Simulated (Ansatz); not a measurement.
Other settings, tried on H2Al(BH4) (AlBH₆).

```yaml
crystal:
  periodic: [false, false, false]
  atoms:
    - {symbol: Al, position_ang: [-0.886619, -0.522829, -0.485129]}
    - {symbol: H, position_ang: [0.076709, 0.943299, -0.508629]}
    - {symbol: B, position_ang: [0.799247, 0.471615, 0.437651]}
    - {symbol: H, position_ang: [0.368735, -0.698845, 0.728151]}
    - {symbol: H, position_ang: [-0.581308, -1.417153, -1.744694]}
    - {symbol: H, position_ang: [-2.291401, -0.272045, 0.180199]}
    - {symbol: H, position_ang: [0.613345, 1.160705, 1.396297]}
    - {symbol: H, position_ang: [1.901283, 0.335254, -0.003855]}
basis:
  gaussian: {orbitals: def2-TZVP}
hamiltonian: {xc: {name: SVWN5}}
scf: {lower_state_search: off}
output: {forces: true}
```

```sh
$ ansatz run in.yaml --threads 4 --pin off --events-out ev --progress --plain --max-ram 3916MiB
```

Output, abridged:

```
Functional definition: SVWN5
692 factors; their error is unknown
mean field evaluation 1: about -7327.0786 eV, gradient 4.2e1 eV
mean field evaluation 2: about -7322.8280 eV, gradient 5.1e1 eV
mean field evaluation 4: about -7332.7534 eV, gradient 1.2e0 eV
mean field evaluation 8: about -7332.7538 eV, gradient 1.1e-1 eV
mean field evaluation 16: about -7332.7538 eV, gradient 2.1e-6 eV
mean field -7332.75381601 eV, -269.4737324192 hartree, gradient 2.1e-6 eV, S^2 0.000000; 0 other end points of the search recorded, 0 dependent functions left out
reference -7332.75385972 eV, -269.4737340257 hartree; 12, 12 occupied and 92, 92 virtual orbitals, 692 factors
Total energy: -7332.75385972 eV, -269.4737340257 hartree
Atom 0 at    -0.886619    -0.522829    -0.485129 Å, force     0.143323     0.084487     0.080280 eV/Å
Atom 1 at     0.076709     0.943299    -0.508629 Å, force     0.047890     0.055781     0.008510 eV/Å
Atom 2 at     0.799247     0.471615     0.437651 Å, force    -0.314656    -0.184158    -0.172473 eV/Å
Atom 3 at     0.368735    -0.698845     0.728151 Å, force     0.056056     0.003851     0.046480 eV/Å
Atom 4 at    -0.581308    -1.417153    -1.744694 Å, force     0.041024    -0.061704    -0.091844 eV/Å
Atom 5 at    -2.291401    -0.272045     0.180199 Å, force    -0.096527     0.029319     0.061349 eV/Å
Atom 6 at     0.613345     1.160705     1.396297 Å, force    -0.031056     0.095993     0.135098 eV/Å
Atom 7 at     1.901283     0.335254    -0.003855 Å, force     0.153946    -0.023569    -0.067401 eV/Å
Dipole moment:    -0.177898    -0.106688    -0.099886 e Å
Checks for a lower state left out: stability, starts, cluster_reference, orbital_swaps, neighbouring_geometries, increment
```

It took 0.2 s on 4 threads of AMD EPYC 9R45 on a shared host.
